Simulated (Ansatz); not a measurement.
Reaction (atomization): `O=COCF` → 2 C• + F• + 3 H• + 2 O•

Computed with Ansatz on PBE0-D4/def2-TZVP structures; ΔE is electronic, products minus reactants. CCSD(T)/CBS is frozen-core, at the limit of the def2 triple- and quadruple-zeta sets. Functionals use def2-TZVPP. B3LYP here is the variant with VWN-RPA as its local correlation; programs differ in this. No spin–orbit coupling; open shells (•) take unrestricted orbitals. Spin–orbit coupling would lower the free atoms: a little for C, F, O. Each species was taken in one conformer, which may not be the lowest.

```json
{"level": "PBE-D4", "ΔE (kcal/mol)": "831.3", "difference from CCSD(T)/CBS": "35.8"}
{"level": "r2SCAN-D4", "ΔE (kcal/mol)": "801.5", "difference from CCSD(T)/CBS": "6.0"}
{"level": "B3LYP-D4", "ΔE (kcal/mol)": "795.0", "difference from CCSD(T)/CBS": "-0.5"}
{"level": "ωB97X-V", "ΔE (kcal/mol)": "798.8", "difference from CCSD(T)/CBS": "3.3"}
{"level": "B2PLYP", "ΔE (kcal/mol)": "789.8", "difference from CCSD(T)/CBS": "-5.7"}
{"level": "PBE", "ΔE (kcal/mol)": "828.6", "difference from CCSD(T)/CBS": "33.1"}
{"level": "r2SCAN", "ΔE (kcal/mol)": "800.9", "difference from CCSD(T)/CBS": "5.4"}
{"level": "PBE0", "ΔE (kcal/mol)": "797.8", "difference from CCSD(T)/CBS": "2.3"}
{"level": "B3LYP", "ΔE (kcal/mol)": "790.7", "difference from CCSD(T)/CBS": "-4.8"}
{"level": "HF/def2-TZVPP", "ΔE (kcal/mol)": "539.9", "difference from CCSD(T)/CBS": "-255.6"}
{"level": "HF/def2-QZVPP", "ΔE (kcal/mol)": "541.0", "difference from CCSD(T)/CBS": "-254.5"}
{"level": "MP2/def2-QZVPP", "ΔE (kcal/mol)": "815.8", "difference from CCSD(T)/CBS": "20.3"}
{"level": "SCS-MP2/def2-QZVPP", "ΔE (kcal/mol)": "804.0", "difference from CCSD(T)/CBS": "8.5"}
{"level": "CCSD/def2-QZVPP", "ΔE (kcal/mol)": "768.3", "difference from CCSD(T)/CBS": "-27.2"}
{"level": "HF/CBS(def2)", "ΔE (kcal/mol)": "541.1", "difference from CCSD(T)/CBS": "-254.4"}
{"level": "MP2/CBS(def2)", "ΔE (kcal/mol)": "825.0", "difference from CCSD(T)/CBS": "29.5"}
{"level": "CCSD(T)/CBS", "ΔE (kcal/mol)": "795.5", "difference from CCSD(T)/CBS": "0"}
```

Largest T1 diagnostic among the species: 0.015.

In def2-TZVPP, CCSD(T) changes the Hartree–Fock value by +233.9 kcal/mol (the triples alone add +17.2 kcal/mol) and MP2 by +262.7 kcal/mol; breaking electron pairs costs correlation energy, which Hartree–Fock lacks. The D4 term adds +4.3 kcal/mol with B3LYP and +2.2 kcal/mol with PBE0; it sums over pairs of atoms, weighted by their polarisabilities, and B3LYP, whose exchange is more repulsive, gets the larger term.

CCSD(T)/CBS has its own doubt, a few kJ/mol and more with outer-core shells, so smaller differences from it don't rank the levels.
